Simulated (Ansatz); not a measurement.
## Bulk modulus B0 of some fcc solids

Method: LDA (plane waves, PAW; Ansatz, an electronic-structure program). References are measured values corrected to a static lattice. The table is a random draw of 6 from 11 solids with such references.

Values in GPa.

| solid | reference | LDA | error (%) |
|---|---|---|---|
| fcc Ir | 365 | 405 | +11.0 |
| fcc Ag | 110 (104–111) | 139 | +26 |
| fcc Cu | 144 | 189 | +31 |
| fcc Al | 80.8 (77.1–82.0) | 83.2 | +3.0 |
| fcc Au | 182 | ? | ? |
| fcc Pt | 289 | 307 | +6.2 |

Q: Estimate the withheld LDA value.

A: The errors of the other rows run from +3.0 % to +31 %, with a median of +11.0 %; carried to the reference 182 it gives 202 GPa. The run gives 194 GPa (+6.6 %), -4.0 % from the estimate; the row was drawn at random, and such an estimate is rough. Over these 6 solids the mean error is +14.1 %, the mean absolute error 14.1 % (median 8.8 %), and the worst case fcc Cu at +31 %; the value is above the reference in 6 of 6 cases. Over all 11, from unrounded values, the mean error is +15.7 % and the mean absolute error 15.7 % (median 11.8 %).

All these references are brought to a static lattice.

Spin–orbit coupling is left out, also for the solids with elements from indium on (fcc Ir, fcc Au, fcc Pt); its size isn't shown.

Brackets give the range of the sources taken for a reference, where it is wide; it can hold other temperatures.

Differences are worked out from the printed values.

Each level is taken at its own relaxed cell. Ansatz's density-functional and Hartree–Fock values are scalar-relativistic unless marked +SOC, with PAW data made under PBE.

Ansatz's runs of these crystals have no spin polarisation.

Not in this set, of the fcc solids with a reference value in our tables and a result at some level: 1 for sources at odds. These can be a level's best or worst cases. Solids without a released value at any level aren't counted. Layered and molecular crystals are counted apart. The metals Ce to Yb are counted apart.

References as tabulated in Levämäki et al. (2014), arXiv:1402.3671; Mejia-Rodriguez and Trickey (2018), arXiv:1807.09216.
